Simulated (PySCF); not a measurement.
PySCF job for CH₃, SMILES [CH3], multiplicity 2, TDA-PBE0/def2-TZVPD. Geometry optimised at TPSSh-D3(BJ)/def2-TZVPD. The isomer is the one that the SMILES or the coordinates give; other isomers of the formula were not compared.

```python
import numpy as np
from pyscf import gto, scf, dft, tdscf

mol = gto.M(
    atom='''
    C     0.00000000    0.00000000    0.00000000
    H     1.08104538    0.00000000    0.00000000
    H    -0.54052269   -0.93621276    0.00000000
    H    -0.54052269    0.93621276    0.00000000
    ''',
    basis='def2-TZVPD',
    charge=0,
    spin=1,
    max_memory=1600,
    verbose=4,
)
mf = dft.UKS(mol, xc='pbe0').density_fit(auxbasis='def2-universal-jkfit')
mf.grids.level = 3
mf.conv_tol = 1e-9
mf.max_cycle = 100
mf.kernel()
fine, coarse = mf.grids, dft.Grids(mol).set(level=1).build(with_non0tab=True)
for _ in range(3):  # follow internal instabilities
    mf.grids = coarse
    mo, _, stable, _ = mf.stability(return_status=True, nroots=4)
    mf.grids = fine
    if stable:
        break
    mf.kernel(mf.make_rdm1(mo, mf.mo_occ))
mf.grids = dft.Grids(mol).set(level=1).build(with_non0tab=True)  # coarser grid for the response kernel
td = tdscf.TDA(mf)
td.nstates = 10
td.conv_tol = 1e-4
td.positive_eig_threshold = 1e-6
td.kernel(x0=td.get_init_guess(mf, 15))
td.analyze()
```

Log of the run:

```
PySCF version 2.14.0

[INPUT] verbose = 4
[INPUT] num. atoms = 4
[INPUT] num. electrons = 9
[INPUT] charge = 0
[INPUT] spin (= nelec alpha-beta = 2S) = 1
[INPUT] symmetry False subgroup None
[INPUT] Mole.unit = angstrom
[INPUT] Symbol           X                Y                Z      unit          X                Y                Z       unit  Magmom
[INPUT]  1 C      0.000000000000   0.000000000000   0.000000000000 AA    0.000000000000   0.000000000000   0.000000000000 Bohr   0.0
[INPUT]  2 H      1.081045380000   0.000000000000   0.000000000000 AA    2.042879696426   0.000000000000   0.000000000000 Bohr   0.0
[INPUT]  3 H     -0.540522690000  -0.936212760000   0.000000000000 AA   -1.021439848213  -1.769185710723   0.000000000000 Bohr   0.0
[INPUT]  4 H     -0.540522690000   0.936212760000   0.000000000000 AA   -1.021439848213   1.769185710723   0.000000000000 Bohr   0.0

nuclear repulsion = 9.65893922204632
number of shells = 28
number of NR pGTOs = 85
number of NR cGTOs = 64
basis = def2-TZVPD
ecp = {}


[settings echo left out]
init E= -39.6075068330872
  alpha nocc = 5  HOMO = -0.20310777017021  LUMO = 0.00646412640192295
  beta  nocc = 4  HOMO = -0.458283173774093  LUMO = -0.203107770170206

WARN: HOMO -0.20310777017021 >= LUMO -0.203107770170206

cycle= 1 E= -39.7916890280245  delta_E= -0.184  |g|= 0.114  |ddm|= 0.789
  alpha nocc = 5  HOMO = -0.21722486301686  LUMO = 0.0341051054794512
  beta  nocc = 4  HOMO = -0.399044818959825  LUMO = -0.0391089420474664
  HOMO = -0.217224863017  LUMO = -0.0391089420475  gap/eV = 4.84678
cycle= 2 E= -39.7947803162817  delta_E= -0.00309  |g|= 0.0901  |ddm|= 0.153
  alpha nocc = 5  HOMO = -0.251956575821747  LUMO = 0.0290851029461017
  beta  nocc = 4  HOMO = -0.427005571889969  LUMO = -0.0647742468948103
  HOMO = -0.251956575822  LUMO = -0.0647742468948  gap/eV = 5.09349
cycle= 3 E= -39.7990868556864  delta_E= -0.00431  |g|= 0.0138  |ddm|= 0.0621
  alpha nocc = 5  HOMO = -0.250430681327977  LUMO = 0.0297351175126757
  beta  nocc = 4  HOMO = -0.42417900021124  LUMO = -0.0581822279739264
  HOMO = -0.250430681328  LUMO = -0.0581822279739  gap/eV = 5.23135
cycle= 4 E= -39.7992206382646  delta_E= -0.000134  |g|= 0.00205  |ddm|= 0.015
  alpha nocc = 5  HOMO = -0.250438993855301  LUMO = 0.0298033309250911
  beta  nocc = 4  HOMO = -0.423656934459406  LUMO = -0.0572461639823594
  HOMO = -0.250438993855  LUMO = -0.0572461639824  gap/eV = 5.25704
cycle= 5 E= -39.7992271728619  delta_E= -6.53e-06  |g|= 0.000479  |ddm|= 0.00424
  alpha nocc = 5  HOMO = -0.250544066213841  LUMO = 0.0297629790409673
  beta  nocc = 4  HOMO = -0.423687903558134  LUMO = -0.0572685048040356
  HOMO = -0.250544066214  LUMO = -0.057268504804  gap/eV = 5.25930
cycle= 6 E= -39.7992275404701  delta_E= -3.68e-07  |g|= 3.94e-05  |ddm|= 0.00105
  alpha nocc = 5  HOMO = -0.25053772119583  LUMO = 0.0297603347267454
  beta  nocc = 4  HOMO = -0.423685000801877  LUMO = -0.0572720666828381
  HOMO = -0.250537721196  LUMO = -0.0572720666828  gap/eV = 5.25903
cycle= 7 E= -39.7992275430987  delta_E= -2.63e-09  |g|= 3.47e-06  |ddm|= 0.000118
  alpha nocc = 5  HOMO = -0.250538196527945  LUMO = 0.0297600363389172
  beta  nocc = 4  HOMO = -0.423686490865512  LUMO = -0.057273102141906
  HOMO = -0.250538196528  LUMO = -0.0572731021419  gap/eV = 5.25901
cycle= 8 E= -39.7992275431143  delta_E= -1.56e-11  |g|= 2.31e-07  |ddm|= 1.5e-05
  alpha nocc = 5  HOMO = -0.250538113459175  LUMO = 0.0297600895345944
  beta  nocc = 4  HOMO = -0.423686413332203  LUMO = -0.0572730405954509
  HOMO = -0.250538113459  LUMO = -0.0572730405955  gap/eV = 5.25901
Extra cycle  E= -39.7992275431143  delta_E= -2.13e-14  |g|= 5.47e-08  |ddm|= 6.98e-07
converged SCF energy = -39.7992275431143  <S^2> = 0.75469872  2S+1 = 2.0046932
tot grids = 12600
uhf_internal: lowest eigs of H = [0.42063367 0.48698131 0.48699155 0.58237555]
<class 'pyscf.df.df_jk.DFUKS'> wavefunction is stable in the internal stability analysis
tot grids = 12600
Overwritten attributes  positive_eig_threshold  of <class 'pyscf.tdscf.uks.TDA'>


******** <class 'pyscf.tdscf.uks.TDA'> for <class 'pyscf.df.df_jk.DFUKS'> ********
nstates = 10
deg_eia_thresh = 1.000e-03
wfnsym = None
conv_tol = 0.0001
eigh lindep = 1e-12
eigh level_shift = 0
eigh max_cycle = 100


Excitation energies (eV)
[ 5.81635395  7.01446982  7.01453899  7.95133788  7.95135483  8.82828802
  8.86475841  8.86501347  9.78258067 10.10980699]

** Excitation energies and oscillator strengths **
Excited State   1:      5.81635 eV    213.16 nm  f=0.0418
       5a ->    6a      0.99550
Excited State   2:      7.01447 eV    176.75 nm  f=0.0000
       5a ->    7a     -0.18189
       4b ->    5b      0.97588
Excited State   3:      7.01454 eV    176.75 nm  f=0.0000
       5a ->    8a      0.18190
       3b ->    5b     -0.97588
Excited State   4:      7.95134 eV    155.93 nm  f=0.0000
       5a ->    8a     -0.97390
       5a ->   19a      0.10175
       3b ->    5b     -0.18769
Excited State   5:      7.95135 eV    155.93 nm  f=0.0000
       5a ->    7a      0.97390
       5a ->   18a     -0.10175
       4b ->    5b      0.18768
Excited State   6:      8.82829 eV    140.44 nm  f=0.1158
       5a ->    9a      0.98306
       2b ->    5b      0.14028
Excited State   7:      8.86476 eV    139.86 nm  f=0.0000
       5a ->   11a     -0.99436
Excited State   8:      8.86501 eV    139.86 nm  f=0.0000
       5a ->   10a      0.99436
Excited State   9:      9.78258 eV    126.74 nm  f=0.0000
       5a ->   12a     -0.97087
       3b ->    8b      0.13024
       4b ->    7b      0.13024
Excited State  10:     10.10981 eV    122.64 nm  f=0.0859
       5a ->   13a     -0.97988
       4b ->    6b     -0.12627

** Transition electric dipole moments (AU) **
state          X           Y           Z        Dip. S.      Osc.
  1        -0.0000      0.0000      0.5415      0.2932      0.0418
  2         0.0000     -0.0000     -0.0000      0.0000      0.0000
  3        -0.0000     -0.0000     -0.0000      0.0000      0.0000
  4        -0.0000     -0.0000      0.0000      0.0000      0.0000
  5         0.0000      0.0000     -0.0000      0.0000      0.0000
  6        -0.0000      0.0000     -0.7317      0.5354      0.1158
  7        -0.0000      0.0000      0.0001      0.0000      0.0000
  8         0.0000     -0.0000      0.0000      0.0000      0.0000
  9         0.0001      0.0000      0.0000      0.0000      0.0000
 10         0.0000      0.5888     -0.0000      0.3467      0.0859

** Transition velocity dipole moments (imaginary part, AU) **
state          X           Y           Z        Dip. S.      Osc.
  1         0.0000      0.0000      0.1478      0.0218      0.0681
  2        -0.0000     -0.0000     -0.0000      0.0000      0.0000
  3        -0.0000      0.0000     -0.0000      0.0000      0.0000
  4         0.0000     -0.0000      0.0000      0.0000      0.0000
  5        -0.0000      0.0000     -0.0000      0.0000      0.0000
  6        -0.0000      0.0000     -0.1863      0.0347      0.0713
  7        -0.0000      0.0000      0.0000      0.0000      0.0000
  8         0.0000     -0.0000      0.0000      0.0000      0.0000
  9         0.0000      0.0000     -0.0000      0.0000      0.0000
 10         0.0000      0.1807     -0.0000      0.0326      0.0586

** Transition magnetic dipole moments (imaginary part, AU) **
state          X           Y           Z
  1        -0.0000     -0.0000      0.0000
  2        -0.9544     -0.0000      0.0000
  3         0.0000     -0.9544     -0.0000
  4        -0.0000     -0.1073     -0.0000
  5        -0.1073      0.0000     -0.0000
  6        -0.0000     -0.0000     -0.0000
  7         0.0000     -0.1825      0.0000
  8        -0.1825     -0.0000     -0.0000
  9         0.0000      0.0000      0.0000
 10         0.0000      0.0000      0.0000
```

Self-consistency was reached.

Cost: around 22 core-seconds (rough).
